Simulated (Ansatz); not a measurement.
**HClO (triplet): from Hartree-Fock to the top rungs at distance Cl1–H2 along a hydrogen transfer = 1.279 Å, cc-pVDZ**

Aim: climb from Hartree-Fock through coupled cluster and multireference methods for HClO (triplet) at one geometry and basis, and see what each rung misses.

Computed with Ansatz 0.2.0, Gaussian basis. Level: cc-pVDZ, core rule «outside noble gas», up to 6 orbitals frozen.

Plan: UHF; CCSD(T) on ROHF; CCSD(T) on UHF; BCCD(T) on ROHF; CISD; CCSDT(Q) on ROHF; CCSDT(Q) on UHF; CASSCF and MRCISD+Q, 4 electrons in 4 orbitals; CASSCF and NEVPT2, 4 electrons in 4 orbitals; CASSCF and MRCISD+Q, 14 electrons in 9 orbitals; CASSCF and NEVPT2, 14 electrons in 9 orbitals.

6 further runs of the same task are left out: 2 for a mislabelled method, 4 that didn't finish.

## (1) What is computed

The geometry derives from fragments relaxed apart (PBE0/def2-TZVP) and kept rigid, so it is no stationary point. A hydrogen atom is moved between rigid fragments.

3 atoms, charge 0, spin multiplicity 3.

Atoms are counted from 1 here; the program's logs count them from 0.

Bond lengths: Cl1–H2 1.279 Å.

## (2) UHF

Contents of in.yaml:

```yaml
crystal:
  periodic: [false, false, false]
  atoms:
    - {symbol: Cl, position_ang: [0.000000, 0.000000, -1.296267]}
    - {symbol: H, position_ang: [0.000000, 0.000000, -0.017467]}
    - {symbol: O, position_ang: [0.000000, 0.000000, 1.313733]}
basis:
  gaussian: {orbitals: cc-pVDZ}
magnetization: {spin_polarized: true, initial_magnetization: 2}
hamiltonian: {xc: hf}
output: {orbitals: {seedname: orbitals}}
```

Started as:

```
$ ansatz run in.yaml --threads 1 --pin off --events-out ev --progress --plain --max-ram 2393MiB
```

The runs that follow: CCSD(T) on ROHF; CCSD(T) on UHF; BCCD(T) on ROHF; CISD; CCSDT(Q) on ROHF; CCSDT(Q) on UHF; CASSCF and MRCISD+Q, 4 electrons in 4 orbitals; CASSCF and NEVPT2, 4 electrons in 4 orbitals; CASSCF and MRCISD+Q, 14 electrons in 9 orbitals; CASSCF and NEVPT2, 14 electrons in 9 orbitals.

**Question.** What will the summary of the whole plan be? Wanted: UCCSDT(Q) below the RHF energy; RMP2 from UCCSDT(Q); UMP2 from UCCSDT(Q); RCCSD from UCCSDT(Q); RCCSD(T) from UCCSDT(Q); UCCSD(T) from UCCSDT(Q); RCCSDT(Q) from UCCSDT(Q); MRCISD+Q pair from UCCSDT(Q); NEVPT2 valence from UCCSDT(Q).

**Answer**, as computed:

```
                         quantity                                                   value
   UCCSDT(Q) below the RHF energy                                              -8.1543 eV
              RMP2 from UCCSDT(Q)                                             +1031.2 meV
              UMP2 from UCCSDT(Q)                                             +1013.6 meV
             RCCSD from UCCSDT(Q)                                              +152.0 meV
          RCCSD(T) from UCCSDT(Q)                                               +27.2 meV
          UCCSD(T) from UCCSDT(Q)                                               +25.7 meV
         RCCSDT(Q) from UCCSDT(Q)                                                +1.5 meV
     MRCISD+Q pair from UCCSDT(Q)                                              +105.5 meV
    NEVPT2 valence from UCCSDT(Q)                                             +1568.6 meV
  MRCISD+Q valence from UCCSDT(Q)                                              +102.7 meV
levels within 1 kcal/mol (43 meV)  RCCSD(T), UCCSD(T), BCCD(T), RCCSDT, UCCSDT, RCCSDT(Q)
                    T1 diagnostic                                                   0.023
   effectively unpaired electrons                                                    2.00
```

**Reading.** RCCSD(T) misses by +27.2 meV, 0.3 % of the correlation energy. One determinant dominates. Of the multireference levels listed MRCISD+Q valence comes nearest in total energy (+102.7 meV), which doesn't show that its space is the better one. Coupled cluster took another determinant than the lowest Hartree-Fock one. These misses are within one basis, not against nature; the frozen cores of restricted and unrestricted runs differ, which can shift their rows.
